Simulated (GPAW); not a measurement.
**AlH2O (SMILES [OH][AlH]) at U-r2SCAN/plane waves (scalar-relativistic datasets, plane-wave cutoff 400 eV)**

Wanted: a structure relaxation of AlH2O. Input form: an ASE script.

The calculation is run with GPAW 26.7.0.

5 further runs of the same task are left out: 1 that didn't finish, 4 set aside as unsound or not needed.

**1. The molecule**

The species is AlH2O (4 atoms), meant as a doublet with charge 0. As SMILES, `[OH][AlH]`. The shape comes from GFN2-xTB, which is rough for such elements, and wasn't checked as a minimum. The run starts from this shape.

Bond lengths: O1–Al2 1.646 Å, O1–H3 0.950 Å, Al2–H4 1.585 Å. Angles: O1–Al2–H4 120.9°, Al2–O1–H3 175.3°.

**2. A structure relaxation at U-r2SCAN/plane waves (scalar-relativistic datasets, plane-wave cutoff 400 eV)**

File run.py:

```python
from ase import Atoms
from ase.io import write
from ase.optimize import BFGSLineSearch
from gpaw import GPAW, PW

# Set up the molecule
system = Atoms(["O", "Al", "H", "H"],
    positions=[[  0.228190,  -0.699360,   0.460150],
               [  0.213420,   0.901150,   0.074930],
               [  0.188420,  -1.634770,   0.621700],
               [ -0.630030,   1.432980,  -1.156780]])
system.set_cell([13.0, 13.0, 13.0])
system.center()
system.set_initial_magnetic_moments([1.0, 0.0, 0.0, 0.0])

# Ground state
calc = GPAW(mode=PW(400),
            symmetry="off",
            xc="MGGA_X_R2SCAN+MGGA_C_R2SCAN",
            convergence={"eigenstates": 1e-06},
            occupations={"name": "fermi-dirac", "width": 0.0, "fixmagmom": True},
            maxiter=100,
            txt="-")
system.calc = calc

opt = BFGSLineSearch(system, trajectory="mol.traj")
converged = opt.run(fmax=0.05, steps=40)
print("Converged:", converged)
print(f"Final energy: {system.get_potential_energy():.5f} eV")
print(f"r(H2-O0)                {system.get_distance(2, 0):.4f} Ang")
print(f"r(Al1-O0)               {system.get_distance(1, 0):.4f} Ang")
write("relaxed.xyz", system)
```

On the command line:

```
python3 -u run.py | tee run.out
```

The program printed:

```text
[...]
  mode=PW(ecut=400.0),
[...]
Number of symmetries: 1
[...]
  Number of IBZ points: 1
[...]
Cutoff: 400.0 eV
Spin-components: 2 (collinear spins)
Bands:           10
[...]
  Valence electrons: 11.0
[...]
  Grid points: [60 60 60]
  Charge: 0.0  # |e|
[...]
    cutoffs:
[...]
occupation numbers:
  Fixed magnetic moment: 1.000
[...]
xc functional:
  name: MGGA_X_R2SCAN+MGGA_C_R2SCAN with 2 nearest neighbor stencil
[...]
|iter     |     time |      energy | eigst |  dens |  magmom |
[...]
|iter:   1| 00:00:08 |  -23.877443 | +0.10 |       |  +1.0055|
[...]
Converged in 11 steps
[...]
dipole moment: (0.007721, -0.217316, 0.059698)  # |e|*Ang
Total magnetic moment: (0.000000, 0.000000, 1.000000)
[...]
Converged in 10 steps
[...]
Converged in 8 steps
[...]
Converged in 9 steps
[...]
Converged in 9 steps
[...]
|iter:   7| 00:28:49 |  -18.970000c| -6.59c| -4.11c|  +1.0000|
Converged in 7 steps
[...]
Energy contributions relative to reference atoms: (reference = -8669.255891)
Energy contributions:
  Kinetic:           7.195882
  Coulomb:          -5.746761
  Zero:             -0.164846
  External:          0.000000
  Xc:              -20.254274
  Entropy:           0.000000
  Spinorbit:         0.000000
  ----------------------------
  Free energy:     -18.970000
  Extrapolated:    -18.970000
[...]
Total magnetic moment: (0.000000, 0.000000, 1.000000)
Local magnetic moments
|        x |        y |         z |
|----------|----------|-----------|
| 0.000000 | 0.000000 |  0.046220 |  # O    0
| 0.000000 | 0.000000 |  0.194526 |  # Al   1
| 0.000000 | 0.000000 | -0.000563 |  # H    2
| 0.000000 | 0.000000 |  0.053550 |  # H    3
Fermi levels: -2.218, -3.688
Eigenvalues  # (at kpt = [0.000, 0.000, 0.000])
| band index |      eig [eV] | occ [0-1] |      eig [eV] | occ [0-1] |
|------------|---------------|-----------|---------------|-----------|
|          0 |       -25.783 |     1.000 |       -25.655 |     1.000 |
|          1 |       -12.676 |     1.000 |       -12.591 |     1.000 |
|          2 |        -9.244 |     1.000 |        -8.732 |     1.000 |
|          3 |        -8.422 |     1.000 |        -8.052 |     1.000 |
|          4 |        -7.937 |     1.000 |        -7.897 |     1.000 |
|          5 |        -4.815 |     1.000 |        -2.562 |     0.000 |
|          6 |        -1.874 |     0.000 |        -1.054 |     0.000 |
|          7 |        -0.376 |     0.000 |        -0.119 |     0.000 |
|          8 |         0.093 |     0.000 |         0.191 |     0.000 |
|          9 |         0.724 |     0.000 |         0.814 |     0.000 |
Gap: 0.687 eV
Transition (v -> c):
[...]
Forces  # eV/Ang
|        x |        y |       z |
|----------|----------|---------|
|  0.01569 |  0.00116 | 0.02036 |  # O    0
| -0.00133 | -0.00740 | 0.00002 |  # Al   1
|  0.01058 | -0.00350 | 0.00202 |  # H    2
| -0.00200 |  0.00933 | 0.00687 |  # H    3
Force computation time: 0.832  # s
BFGSLineSearch:   16[ 28] hh:mm:ss      -18.970000       0.0257
Converged: True
Final energy: -18.97000 eV
r(H2-O0)                0.9682 Ang
r(Al1-O0)               1.7118 Ang
```

It took 29 min on 1 thread of Intel Xeon at 2.70GHz, shared host; peak memory 0.94 GiB.

Step by step:

| step | energy from the first frame kept (eV) | largest force (eV/Å) |
| --- | --- | --- |
| 0 | 0.0000 | 0.7974 |
| 1 | -0.0171 | 0.8510 |
| 2 | -0.0248 | 0.5005 |
| 3 | -0.0353 | 0.3224 |
| 4 | -0.0457 | 0.3505 |
| 5 | -0.0515 | 0.1914 |
| 6 | -0.0685 | 1.2723 |
| 7 | -0.0730 | 1.6782 |
| 8 | -0.1419 | 1.7507 |
| 9 | -0.1840 | 1.0206 |
| 10 | -0.1951 | 0.9611 |
| 11 | -0.2162 | 0.3272 |
| 12 | -0.2228 | 0.1798 |
| 13 | -0.2265 | 0.0832 |
| 14 | -0.2290 | 0.1567 |
| 15 | -0.2316 | 0.1124 |
| 16 | -0.2319 | 0.0257 |

After the run. Bond lengths: O1–Al2 1.712 Å, O1–H3 0.968 Å, Al2–H4 1.602 Å. Angles: O1–Al2–H4 113.1°, Al2–O1–H3 123.1°.

**3. Summary of results**

Level: U-r2SCAN/plane waves (scalar-relativistic datasets, plane-wave cutoff 400 eV).

| quantity | value |
| --- | --- |
| energy as printed (from the program's reference atoms) | -18.9700 eV |
| dipole moment | 1.53 D |
| HOMO energy (from the vacuum level) | -4.95 eV |
| LUMO energy (from the vacuum level) | -2.70 eV |

In words: At the final geometry: Bond lengths: O1–Al2 1.712 Å, O1–H3 0.968 Å, Al2–H4 1.602 Å. Angles: O1–Al2–H4 113.1°, Al2–O1–H3 123.1°. The optimisation took 16 steps and changed the energy by -0.232 eV.
